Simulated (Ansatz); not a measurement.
**CO (singlet): wave-function methods side by side, cc-pVDZ**

Aim: climb from Hartree-Fock through coupled cluster and multireference methods for CO (singlet) at one geometry and basis, and see what each rung misses.

Program: Ansatz 0.2.0, Gaussian basis. Level of theory: cc-pVDZ, core rule «outside noble gas», up to 2 orbitals frozen. These are calculated values, not measurements.

Plan: UHF; CCSD(T) on RHF; BCCD(T) on RHF; CISD; CCSDT(Q) on RHF; CISDTQ; CCSDTQ on RHF; CASSCF and MRCISD+Q, 10 electrons in 8 orbitals; CASSCF and NEVPT2, 10 electrons in 8 orbitals.

5 further runs of the same task are left out: 5 set aside as unsound or not needed.

## 1. The geometry

The geometry is a PBE0/def2-TZVP stationary point (not a proven minimum) of the parent state, kept for this charge and spin.

2 atoms, charge 0, spin multiplicity 1.

Atoms are counted from 1 here; the program's logs count them from 0.

Bond lengths: O1–C2 1.196 Å.

## 2. UHF

in.yaml

```yaml
crystal:
  periodic: [false, false, false]
  atoms:
    - {symbol: O, position_ang: [0.000000, 0.000000, 0.000000]}
    - {symbol: C, position_ang: [0.000000, 0.000000, 1.195530]}
basis:
  gaussian: {orbitals: cc-pVDZ}
magnetization: {spin_polarized: true, initial_magnetization: 0}
hamiltonian: {xc: hf}
output: {orbitals: {seedname: orbitals}}
```

On the command line:

```console
> ansatz run in.yaml --threads 1 --pin off --events-out ev --progress --plain --max-ram 3968MiB --backend cpu
```

After this run come: CCSD(T) on RHF; BCCD(T) on RHF; CISD; CCSDT(Q) on RHF; CISDTQ; CCSDTQ on RHF; CASSCF and MRCISD+Q, 10 electrons in 8 orbitals; CASSCF and NEVPT2, 10 electrons in 8 orbitals.

**Question.** What will the summary of the whole plan be? Wanted: RCCSDTQ below the RHF energy; RMP2 from RCCSDTQ; RCCSD from RCCSDTQ; RCCSD(T) from RCCSDTQ; RCCSDT(Q) from RCCSDTQ; NEVPT2 valence from RCCSDTQ; MRCISD+Q valence from RCCSDTQ; T1 diagnostic; effectively unpaired electrons.

As calculated:

| quantity | value |
| --- | --- |
| RCCSDTQ below the RHF energy | -8.6572 eV |
| RMP2 from RCCSDTQ | +523.4 meV |
| RCCSD from RCCSDTQ | +387.5 meV |
| RCCSD(T) from RCCSDTQ | +44.8 meV |
| RCCSDT(Q) from RCCSDTQ | -5.5 meV |
| NEVPT2 valence from RCCSDTQ | +950.4 meV |
| MRCISD+Q valence from RCCSDTQ | +35.5 meV |
| levels within 1 kcal/mol (43 meV) | BCCD(T), RCCSDT, RCCSDT(Q), MRCISD+Q valence |
| T1 diagnostic | 0.024 |
| effectively unpaired electrons | 0.05 |

In words: RCCSD(T) lands +44.8 meV from the yardstick (0.5 % of the correlation energy). One determinant dominates. Of the multireference levels listed MRCISD+Q valence comes nearest in total energy (+35.5 meV), which doesn't show that its space is the better one. These misses are within one basis, not against nature.
